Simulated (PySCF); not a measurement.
nitrogen (N2), SMILES N#N. Geometry optimised at B3LYP-D3(BJ)/def2-TZVPD.

The numbers are results of B3LYP-D3(BJ)/def2-TZVPD (PySCF), not measurements.

Harmonic wavenumbers (cm⁻¹): 2454. Rotational constants (GHz): 60.65 (linear); symmetry number 2.

### Question
Work out the zero-point energy and the ideal-gas rigid-rotor harmonic-oscillator thermochemistry at 298.15 K and 1 atm.

### Answer
ZPE = ½ Σ hcν = ½ × 2454 cm⁻¹ = 14.68 kJ/mol. H − E(el) = 23.35 kJ/mol. Entropy in J/(mol K): translation 150.31, rotation 41.04, vibration 0.00, total 191.35. G − E(el) = -33.70 kJ/mol. Cp = 29.11 J/(mol K).
